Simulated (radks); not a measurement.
# P²⁺ in [Ne] 3s1.5 3p1 4s0.5: an all-electron calculation

An exercise on one series of results from a longer session: the logs are not shown, and one member is left open.

Program: radks (a radial shooting solver on a logarithmic mesh, Libxc functionals) version 1. Level of theory: scalar-relativistic Kohn-Sham, LDA (Slater exchange, Perdew-Wang correlation), spin-unpolarised, spherical densities, finite nucleus. These are calculated values, not measurements, unless marked.

### What is computed

| Property | Result |
| --- | --- |
| element | phosphorus (Z = 15) |
| charge | +2 |
| electrons | 13 |
| configuration | [Ne] 3s1.5 3p1 4s0.5 |
| nuclear rms radius | 3.1889 fm |

Set-up of the first run:

Settings of this run:

```text
Z 15
configuration [Ne] 3s1.5 3p1 4s0.5
relativity scalar-relativistic
functional lda,pw
spin unpolarised
nucleus finite rms 3.1889 fm
c 137.035999084
```

One table of the session follows, with a row left open; its other results are not shown here.

It belongs to the step «Orbitals and density». Radial moments (bohr):

```
level     <r>  outermost maximum (interpolated)  90 % within  nodes
   1s  0.1039                            0.0678        0.186      0
   2s  0.5209                             0.420        0.819      1
   2p       ?                                 ?            ?      ?
   3s   1.711                              1.49         2.55      2
   3p   1.918                              1.64         2.91      1
   4s   4.128                              3.87         5.91      3
```

**Question.** Estimate the row for 2p.

As computed: <r>: 0.4845; outermost maximum (interpolated): 0.353; 90 % within: 0.811; nodes: 0. In the column «<r>» it lies between 1s (0.1039) and 2s (0.5209).
